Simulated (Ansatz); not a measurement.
# NH3O (triplet): the correlation ladder at distance O1–H3 along a hydrogen transfer = 1.073 Å, cc-pVDZ

How much of the correlation energy of NH3O (triplet) does each wave-function method recover here?

Computed with Ansatz 0.2.0, Gaussian basis. Level: cc-pVDZ, core rule «outside noble gas», up to 2 orbitals frozen.

Plan: UHF; CCSD(T) on ROHF; CCSD(T) on UHF; BCCD(T) on ROHF; CISD; CCSDT(Q) on ROHF; CCSDT(Q) on UHF; CASSCF and MRCISD+Q, 4 electrons in 4 orbitals; CASSCF and NEVPT2, 4 electrons in 4 orbitals; CASSCF and NEVPT2, 14 electrons in 11 orbitals.

5 further runs of the same task are left out: 5 that didn't finish.

### 1 What is computed

The geometry derives from fragments relaxed apart (PBE0/def2-TZVP) and kept rigid, so it is no stationary point. A hydrogen atom is moved between rigid fragments.

5 atoms, charge 0, spin multiplicity 3.

Atoms are counted from 1 here; the program's logs count them from 0.

Bond lengths: O1–H2 0.960 Å, O1–H3 1.073 Å, H3–N4 1.191 Å, N4–H5 1.040 Å. Angles: H2–O1–H3 105.1°, O1–H3–N4 180.0°, H3–N4–H5 105.0°.

### 2 UHF

File in.yaml:

```yaml
crystal:
  periodic: [false, false, false]
  atoms:
    - {symbol: O, position_ang: [-1.062509, 0.002370, 0.000000]}
    - {symbol: H, position_ang: [-1.311819, 0.928945, 0.000000]}
    - {symbol: H, position_ang: [0.010491, 0.002370, 0.000000]}
    - {symbol: N, position_ang: [1.201491, 0.002370, 0.000000]}
    - {symbol: H, position_ang: [1.470573, -1.001857, 0.000000]}
basis:
  gaussian: {orbitals: cc-pVDZ}
magnetization: {spin_polarized: true, initial_magnetization: 2}
hamiltonian: {xc: hf}
output: {orbitals: {seedname: orbitals}}
```

Started as:

```
> ansatz run in.yaml --threads 1 --pin off --events-out ev --progress --plain --max-ram 2393MiB
```

After this run come: CCSD(T) on ROHF; CCSD(T) on UHF; BCCD(T) on ROHF; CISD; CCSDT(Q) on ROHF; CCSDT(Q) on UHF; CASSCF and MRCISD+Q, 4 electrons in 4 orbitals; CASSCF and NEVPT2, 4 electrons in 4 orbitals; CASSCF and NEVPT2, 14 electrons in 11 orbitals.

Q: Predict the results of all the runs planned. Wanted: UCCSDT(Q) below the RHF energy; RMP2 from UCCSDT(Q); UMP2 from UCCSDT(Q); RCCSD from UCCSDT(Q); RCCSD(T) from UCCSDT(Q); UCCSD(T) from UCCSDT(Q); RCCSDT(Q) from UCCSDT(Q); NEVPT2 pair from UCCSDT(Q); MRCISD+Q pair from UCCSDT(Q).

The runs gave:

| quantity | value |
| --- | --- |
| UCCSDT(Q) below the RHF energy | -10.1579 eV |
| RMP2 from UCCSDT(Q) | +96.4 kJ/mol |
| UMP2 from UCCSDT(Q) | +96.7 kJ/mol |
| RCCSD from UCCSDT(Q) | +23.5 kJ/mol |
| RCCSD(T) from UCCSDT(Q) | +4.3 kJ/mol |
| UCCSD(T) from UCCSDT(Q) | +4.2 kJ/mol |
| RCCSDT(Q) from UCCSDT(Q) | +0.3 kJ/mol |
| NEVPT2 pair from UCCSDT(Q) | +94.6 kJ/mol |
| MRCISD+Q pair from UCCSDT(Q) | +13.4 kJ/mol |
| NEVPT2 valence from UCCSDT(Q) | +115.2 kJ/mol |
| levels within 1 kcal/mol (43 meV) | UCCSD(T), RCCSDT, UCCSDT, RCCSDT(Q) |
| T1 diagnostic | 0.033 |
| effectively unpaired electrons | 2.02 |

What this shows: RCCSD(T) lands +4.3 kJ/mol from the yardstick (0.4 % of the correlation energy). One determinant dominates. Of the multireference levels listed MRCISD+Q pair comes nearest in total energy (+13.4 kJ/mol), which doesn't show that its space is the better one. These misses are within one basis, not against nature; the frozen cores of restricted and unrestricted runs differ, which can shift their rows.
